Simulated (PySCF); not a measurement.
Numbering as in the mapped SMILES `[CH3:1][CH:2]([CH3:3])[C:4](=[O:5])[Cl:6]`; H(Xn) means a hydrogen on atom n.

GIAO shifts from PySCF 2.14 on PBE0-D3(BJ)/def2-TZVP geometries (one conformer, non-relativistic, equivalent nuclei averaged), against TMS at the same level and in the same medium; PCM means IEF-PCM chloroform.

Measured (solution, not stated per compound (mostly CDCl3 or CCl4); Pretsch, Buehlmann, Badertscher, Structure Determination of Organic Compounds, 4th ed. (2009)): C2 46.5, C1/C3 19.0, H(C2) 2.97, H(C1)/H(C3) 1.31 ppm.

Question: Which unscaled values do B97-2/pcSseg-2, gas; WP04/pcSseg-2, PCM; wB97X-D/pcSseg-2, PCM give, and how close are they?

Answer: 
| atoms | measured | B97-2/pcSseg-2, gas | WP04/pcSseg-2, PCM | wB97X-D/pcSseg-2, PCM |
| --- | --- | --- | --- | --- |
| C2 | 46.5 | 51.7 | 57.3 | 53.7 |
| C1/C3 | 19.0 | 21.6 | 23.0 | 21.7 |
| H(C2) | 2.97 | 2.90 | 3.09 | 3.02 |
| H(C1)/H(C3) | 1.31 | 1.27 | 1.35 | 1.30 |

Mean absolute error for ¹³C: B97-2/pcSseg-2, gas 3.9, WP04/pcSseg-2, PCM 7.4, wB97X-D/pcSseg-2, PCM 5.0 ppm.

Mean absolute error for ¹H: B97-2/pcSseg-2, gas 0.06, WP04/pcSseg-2, PCM 0.08, wB97X-D/pcSseg-2, PCM 0.03 ppm.

Carbons that carry Cl, above all several Cl atoms, come out too deshielded, partly because spin–orbit coupling is missing.
